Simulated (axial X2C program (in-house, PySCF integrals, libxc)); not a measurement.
## PN⁻ along the bond: PBE0, 2c

Computed with an axial X2C code built on PySCF integrals. Two-component (2c) means X2C with spin–orbit coupling and atomic mean-field two-electron Coulomb and Gaunt terms. Basis: P dyall-av3z [9s8p3d2f], N dyall-av3z [7s7p3d2f] (cores contracted in-house); Gaussian nuclei, density fitting, unrestricted open shells. Masses: P 30.974 u, N 14.003 u.

State: Ω = 1/2 (⟨Sz⟩ = -0.50, ⟨Lz⟩ = 1.00 at PBE0). Dipoles are positive if N is the positive end and refer to the centre of mass.

```json
{"R (Å)": "1.341", "μ (D)": "0.591", "HOMO (eV)": "1.80", "LUMO (eV)": "3.04"}
{"R (Å)": "1.403", "μ (D)": "0.074", "HOMO (eV)": "1.78", "LUMO (eV)": "3.14"}
{"R (Å)": "1.450", "μ (D)": "-0.292", "HOMO (eV)": "1.73", "LUMO (eV)": "3.20"}
{"R (Å)": "1.496", "μ (D)": "-0.616", "HOMO (eV)": "1.66", "LUMO (eV)": "3.23"}
{"R (Å)": "1.542", "μ (D)": "-0.891", "HOMO (eV)": "1.57", "LUMO (eV)": "3.23"}
{"R (Å)": "1.596", "μ (D)": "-1.148", "HOMO (eV)": "1.44", "LUMO (eV)": "3.19"}
{"R (Å)": "1.650", "μ (D)": "-1.340", "HOMO (eV)": "1.29", "LUMO (eV)": "3.12"}
{"R (Å)": "1.719", "μ (D)": "-1.488", "HOMO (eV)": "1.08", "LUMO (eV)": "2.97"}
{"R (Å)": "1.804", "μ (D)": "-1.485", "HOMO (eV)": "0.85", "LUMO (eV)": "2.77"}
{"R (Å)": "1.927", "μ (D)": "-1.235", "HOMO (eV)": "0.64", "LUMO (eV)": "2.58"}
```

Problem. The minimum lies at 1.539 Å. What is the dipole moment there?

Solution. At PBE0, 2c, with the sign and origin stated: μ = -0.88 D.

One determinant describes the state; a PBE0 search over occupations chose it and may have missed a lower one. Density functionals use the spin component along the axis (collinear). The highest occupied level is positive at some bond lengths even in Hartree–Fock (under at least one Hamiltonian), so the basis set holds the extra electron there; where that holds at Re the anion is at best weakly bound and its constants depend on the basis. The functionals have no current-density term, which raises determinants with orbital currents, atoms included. The determinant is spin-polarised beyond a pure state at some levels (its spin-free form has ⟨S²⟩ too high), which makes Re and μ there less reliable. The LUMO of an anion is an unbound level whose energy the basis sets.
